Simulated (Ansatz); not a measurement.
Total energies of ClFSi, SMILES `F[Si]Cl`.

Cartesian coordinates in Å:
```
F 1.141 -0.769 -0.044
Si -0.121 -0.107 -0.777
Cl -1.020 0.876 0.821
```

The species carries charge 0 and has multiplicity 1. The structure was optimised at the PBE0-D4/def2-TZVP level. Basis def2-TZVPP, Ansatz.

RPA on PBE orbitals: Hartree–Fock energy of these orbitals -847.98182 Eh, correlation -0.85122 Eh (frozen core).

```json
{"functional": "LDA (SPW92)", "energy without D4 (Eh)": "-846.41593", "D4 term (kJ/mol)": "–"}
{"functional": "PBE", "energy without D4 (Eh)": "-849.25759", "D4 term (kJ/mol)": "-6.1"}
{"functional": "revPBE", "energy without D4 (Eh)": "-849.50548", "D4 term (kJ/mol)": "-17.1"}
{"functional": "BLYP", "energy without D4 (Eh)": "-849.68435", "D4 term (kJ/mol)": "-13.6"}
{"functional": "r2SCAN", "energy without D4 (Eh)": "-849.58436", "D4 term (kJ/mol)": "-1.2"}
{"functional": "B97M-V", "energy without D4 (Eh)": "-849.45446", "D4 term (kJ/mol)": "–"}
{"functional": "PBE0", "energy without D4 (Eh)": "-849.31518", "D4 term (kJ/mol)": "-5.1"}
{"functional": "B3LYP", "energy without D4 (Eh)": "-849.72023", "D4 term (kJ/mol)": "-10.2"}
{"functional": "r2SCANh", "energy without D4 (Eh)": "-849.57504", "D4 term (kJ/mol)": "-1.4"}
{"functional": "r2SCAN0", "energy without D4 (Eh)": "-849.56187", "D4 term (kJ/mol)": "-1.5"}
{"functional": "HSE06 (plane-wave form)", "energy without D4 (Eh)": "-849.29735", "D4 term (kJ/mol)": "-4.8"}
{"functional": "BHLYP", "energy without D4 (Eh)": "-849.65075", "D4 term (kJ/mol)": "-8.6"}
{"functional": "CAM-B3LYP", "energy without D4 (Eh)": "-849.68517", "D4 term (kJ/mol)": "-5.2"}
{"functional": "LC-ωPBE", "energy without D4 (Eh)": "-849.40180", "D4 term (kJ/mol)": "–"}
{"functional": "ωB97X-V", "energy without D4 (Eh)": "-849.53181", "D4 term (kJ/mol)": "–"}
{"functional": "ωB97M-V", "energy without D4 (Eh)": "-849.62944", "D4 term (kJ/mol)": "–"}
{"functional": "B2PLYP", "energy without D4 (Eh)": "-849.38760", "D4 term (kJ/mol)": "–"}
{"functional": "PBE-QIDH", "energy without D4 (Eh)": "-849.13220", "D4 term (kJ/mol)": "–"}
```

B3LYP takes the VWN-RPA correlation (the form of Gaussian; ORCA's B3LYP/G). HSE06 is the plane-wave form, built on full-range PBE exchange. The double hybrids freeze the cores in their second-order part.

LC-ωPBE has ω = 0.4 bohr⁻¹.
